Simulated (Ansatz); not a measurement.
## Ansatz (development build ahead of 0.2.0) run

```yaml
crystal:
  periodic: [false, false, false]
  atoms:
    - { symbol: B, position_ang: [0.0, 0.0, -0.19203] }
    - { symbol: H, position_ang: [0.0, 0.0, 0.96014] }
basis:
  gaussian: { orbitals: def2-TZVP }
hamiltonian:
  xc: hf
```

The input is written out in the form of the current development build from the run's settings.

Output:

```yaml
Converged: yes
Total_energy: -25.12825 hartree
Spin_squared_of_the_determinant: 0.000
```
